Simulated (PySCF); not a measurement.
# O2⁻: basis, grid and Hamiltonian

The method stays; parts of the set-up, such as the basis or the Hamiltonian, are changed.

Method: each script names its method and basis; program: PySCF 2.14.0.

1 further run of the same task is left out (it didn't finish).

### Step 1. The system as given

O2⁻: 2 atoms, charge -1, spin multiplicity 2.

Bond lengths: O1–O2 1.300 Å.

### Step 2. Base script

input.py reads:

```python
from pyscf import gto, scf, mcscf

mol = gto.M(
    atom='O 0 0 0; O 0 0 1.3',
    basis='crenbl',
    ecp={'O': 'crenbl'},
    charge=-1,
    spin=1,
    verbose=3,
)
mf = scf.ROHF(mol)
mf.kernel()
mc = mcscf.CASCI(mf, 4, 5)
mc.kernel()
mc.analyze()
mf.dip_moment()
print('orbital energies (hartree):', mf.mo_energy[..., max(0, mol.nelec[1]-3):mol.nelec[0]+3].round(4))
```

The run is started by

```
$ OMP_NUM_THREADS=1 python input.py
```

Its log is not repeated here.

It gives: E(SCF) = -31.263330 Eh, E(CAS) − E(SCF) = -0.00131 Eh.

The bond length is a typed value, not an optimised one. The dipole of an ion depends on the origin.

### Step 3. Pcseg-1 (core potential off)

Edit 1 changes basis set: crenbl → pcseg-1; core potential: on → off. The core potential changes with it: totals don't compare.

input.py reads:

```python
from pyscf import gto, scf, mcscf

mol = gto.M(
    atom='O 0 0 0; O 0 0 1.3',
    basis='pcseg-1',
    charge=-1,
    spin=1,
    verbose=3,
)
mf = scf.ROHF(mol)
mf.kernel()
mc = mcscf.CASCI(mf, 4, 5)
mc.kernel()
mc.analyze()
mf.dip_moment()
print('orbital energies (hartree):', mf.mo_energy[..., max(0, mol.nelec[1]-3):mol.nelec[0]+3].round(4))
```

The run is started by

```
$ OMP_NUM_THREADS=1 python input.py
```

### Step 4. 6-31g* (core potential off)

Edit 2 changes basis set: crenbl → 6-31g*; core potential: on → off. The core potential changes with it: totals don't compare.

Edit input.py of step 2 so:

```diff
@@ -4,4 +4,3 @@
     atom='O 0 0 0; O 0 0 1.3',
-    basis='crenbl',
-    ecp={'O': 'crenbl'},
+    basis='6-31g*',
     charge=-1,
```

### Step 5. Sbkjc

Edit 3 changes basis set: crenbl → sbkjc. The core potential changes with it: totals don't compare.

Edit input.py of step 2 so:

```diff
@@ -4,4 +4,4 @@
     atom='O 0 0 0; O 0 0 1.3',
-    basis='crenbl',
-    ecp={'O': 'crenbl'},
+    basis='sbkjc',
+    ecp={'O': 'sbkjc'},
     charge=-1,
```

### Step 6. Core potential off

Edit 4 changes core potential: on → off. The core potential changes with it: totals don't compare.

Edit input.py of step 2 so:

```diff
@@ -5,3 +5,2 @@
     basis='crenbl',
-    ecp={'O': 'crenbl'},
     charge=-1,
```

### Step 7. Cartesian functions on

Edit 5 changes Cartesian functions: off → on.

Edit input.py of step 2 so:

```diff
@@ -8,2 +8,3 @@
     spin=1,
+    cart=True,
     verbose=3,
```

### Step 8. Sto-3g (core potential off)

Edit 6 changes basis set: crenbl → sto-3g; core potential: on → off. The core potential changes with it: totals don't compare.

Edit input.py of step 2 so:

```diff
@@ -4,4 +4,3 @@
     atom='O 0 0 0; O 0 0 1.3',
-    basis='crenbl',
-    ecp={'O': 'crenbl'},
+    basis='sto-3g',
     charge=-1,
```

What does the calculation give? Wanted: for each run, E(SCF); from base; after the SCF.

The runs gave:

| run | E(SCF) (hartree) | from base (eV) | functions | after the SCF |
| --- | --- | --- | --- | --- |
| base | -31.263330 | 0 | 32 | CASCI correlation -0.036 eV |
| pcseg-1 (core potential off) | -149.523665 | not comparable | 28 | CASCI correlation -0.037 eV |
| 6-31g* (core potential off) | -149.552055 | not comparable | 28 | CASCI correlation -0.044 eV |
| sbkjc | -31.208998 | not comparable | 16 | CASCI correlation -0.028 eV |
| core potential off (poor choice) | -122.367665 | not comparable | 32 | CASCI correlation -0.161 eV |
| Cartesian functions on | -31.263330 | 0.0000 | n/a | CASCI correlation -0.036 eV |
| sto-3g (core potential off) | -147.383577 | not comparable | 10 | CASCI correlation -0.065 eV |

What this shows: The SCF energy stays the same, to the digits that matter, with Cartesian functions on. Rows marked «poor choice» come from settings spoiled on purpose.
